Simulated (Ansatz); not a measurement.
Species: NO₂, net charge 0, doublet state. It need not be the lowest isomer of its formula. SMILES: [O]N=O
Geometry: optimised at B3LYP-D3(BJ)/def2-TZVP (Ansatz, a program for electronic structure).

Atomisation energy built up term by term with Ansatz (kcal/mol; UHF references for open shells; valence terms freeze the core; atomic spin-orbit terms are left out). CBS(X,Y): correlation extrapolated as X^-3; Hartree-Fock from the larger set.

| term | basis | kcal/mol |
|---|---|---|
| Hartree-Fock | cc-pVQZ | 55.52 |
| CCSD correlation | CBS(cc-pVTZ,cc-pVQZ) | … |
| (T) | CBS(cc-pVTZ,cc-pVQZ) | … |
| CCSDT - CCSD(T) | cc-pVDZ | 0.14 |
| core correlation | cc-pwCVTZ | 0.98 |
| scalar relativity (X2C) | cc-pVTZ-DK against cc-pVTZ | -0.43 |
| sum: De |  | … |

Problem. Complete the blanks.

Solution. 
- CCSD correlation, kcal/mol: 150.98
- (T), kcal/mol: 18.69
- sum: De, kcal/mol: 225.9
